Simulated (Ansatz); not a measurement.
**AlBH (doublet): from Hartree-Fock to the top rungs, def2-QZVPP**

The task here is to estimate one member of a computed series from the others.

Computed with Ansatz 0.2.0, Gaussian basis. Level: def2-QZVPP, core rule «outside noble gas», up to 6 orbitals frozen.

To be run: UHF; ROHF; CCSD(T) on UHF.

2 further runs of the same task are left out: 2 set aside as unsound or not needed.

### The system

The geometry is a PBE0/def2-TZVP stationary point (not a proven minimum).

3 atoms, charge 0, spin multiplicity 2.

Atoms are counted from 1 here; the program's logs count them from 0.

Bond lengths: B1–Al2 2.120 Å, B1–H3 1.196 Å. Angles: Al2–B1–H3 167.9°.

Set-up of the first run:

Input file in.yaml:

```yaml
crystal:
  periodic: [false, false, false]
  atoms:
    - {symbol: B, position_ang: [0.000000, -0.091982, 0.314337]}
    - {symbol: Al, position_ang: [0.000000, -0.033351, -1.805038]}
    - {symbol: H, position_ang: [0.000000, 0.125333, 1.490702]}
basis:
  gaussian: {orbitals: "def2-QZVPP.json"}
magnetization: {spin_polarized: true, initial_magnetization: 1}
hamiltonian: {xc: hf}
output: {orbitals: {seedname: orbitals}}
```

On the command line:

```bash
$ ansatz run in.yaml --threads 1 --pin off --events-out ev --progress --plain --max-ram 2393MiB
```

Steps of the session up to this table: UHF; ROHF; CCSD(T) on UHF.

One table of the session follows, with a row left open; its other results are not shown here.

| method | from UCCSD(T) (kJ/mol) |
| --- | --- |
| ROHF | +449.3 |
| UMP2 | +100.6 |
| UCCSD | ? |
| UCCSD(T) | 0 |

Estimate the missing values for UCCSD.

**Answer.** from UCCSD(T) (kJ/mol): +15.6. In the column «from UCCSD(T) (kJ/mol)» it lies between UCCSD(T) (0) and UMP2 (+100.6).

Left out of the table: UHF (another determinant or state than the rows shown).

To keep in mind: The determinant is far from a pure spin state, so its energy mixes those of several spin states (harmless only where they are near-degenerate, as at dissociation). Warnings: spin contamination; coupled cluster took another determinant than the lowest.
